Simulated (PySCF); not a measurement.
## Atomic charges by several schemes

Ammonium, NH₄ (charge +1).
Structure used (PBE0-D3(BJ)/def2-TZVP), in Å, numbered top down from 1:
```xyz
5
NH4 angstrom
N      0.0067   -0.0069   -0.0077
H      0.9212   -0.0298   -0.4668
H     -0.5420   -0.8203   -0.2992
H     -0.4867    0.8500   -0.2723
H      0.1342   -0.0275    1.0077
```

Density: PBE0/pcSseg-2 (PySCF); schemes: Mulliken, IAO, Hirshfeld and ESP-fitted. Isolated species at its PBE0-D3(BJ)/def2-TZVP geometry, gas phase.

Problem. What partial charge does each atom carry?

Solution. In e:

| atom | environment | Mulliken | IAO | Hirshfeld | ESP-fitted |
| --- | --- | --- | --- | --- | --- |
| N1 | ammonium nitrogen | -0.016 | -0.490 | +0.011 | -0.831 |
| H2 | N–H hydrogen | +0.254 | +0.372 | +0.247 | +0.458 |
| H3 | N–H hydrogen | +0.254 | +0.372 | +0.247 | +0.458 |
| H4 | N–H hydrogen | +0.254 | +0.372 | +0.247 | +0.458 |
| H5 | N–H hydrogen | +0.254 | +0.372 | +0.247 | +0.458 |

Mean size of the charges over all atoms: ESP-fitted 0.533 e, IAO 0.396 e, Mulliken 0.206 e, Hirshfeld 0.200 e. Each set sums to the total charge, 1, to within 0.001 e. The Hirshfeld scheme weights the molecular density at each point by an atom's share of the summed free-atom densities. The IAO scheme counts the electrons in orthogonalised intrinsic atomic orbitals, a minimal basis polarised so that it spans the occupied orbitals exactly.

Lowest charge. All schemes agree: Mulliken N1 (-0.016); IAO N1 (-0.490); Hirshfeld N1 (+0.011); ESP-fitted N1 (-0.831).

Highest charge. All schemes agree: Mulliken H2, H3, H4 and H5 (+0.254); IAO H2, H3, H4 and H5 (+0.372); Hirshfeld H2, H3, H4 and H5 (+0.247); ESP-fitted H2, H3, H4 and H5 (+0.458).

Problem. Sum the charges by element, for elements with more than one atom.

Solution. 
```csv
element,atoms,Mulliken,IAO,Hirshfeld,ESP-fitted
H,4,+1.016,+1.490,+0.989,+1.831
```

Problem. How many electrons does the ESP-fitted scheme count on N1?

Solution. Z − q = 7 − (-0.831) = 7.831.
